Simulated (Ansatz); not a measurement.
Loss of H2O: C2H3O → C2H + H2O

Species: C2H3O (acetyl radical) `C[C]=O`, doublet; C2H `[C]#C`, doublet; H2O (water) `O`, singlet. 

Shapes, held fixed at every level: PBE0-D4/def2-TZVP. Programs: Ansatz 0.2.0. The zero-point and thermal change to 298 K, harmonic and unscaled (PBE0-D4/def2-TZVP), is -11.1 kJ/mol.

```csv
level,kind,ΔH(298 K) (kJ/mol),CPU time (sum over the molecules)
HF/def2-SVP,Hartree–Fock,+325.0,–
HF/def2-TZVPP,Hartree–Fock,+305.1,–
B3LYP-D4/def2-TZVPP,global hybrid,+370.0,8.9 s
BHLYP-D4/def2-TZVPP,global hybrid,+370.8,7.3 s
PBE0-D4/def2-TZVPP,global hybrid,+383.2,5.3 s
r2SCAN0-D4/def2-TZVPP,global hybrid,+372.4,11 s
wB97X-V/def2-TZVPP,range-separated hybrid,+387.1,21 s
B2PLYP/def2-TZVPP,double hybrid,+360.7,9 s
```

B2PLYP/def2-TZVPP gives ΔH(298 K) = +360.7 kJ/mol; the levels span +305.1 to +387.1. The median of the levels is +370.4. No measured value is set beside it here. Spin contamination: C2H (⟨S²⟩ up to 1.11). Open shells run unrestricted unless RO is named. Times are processor times on shared x86 and Arm servers, and rough.
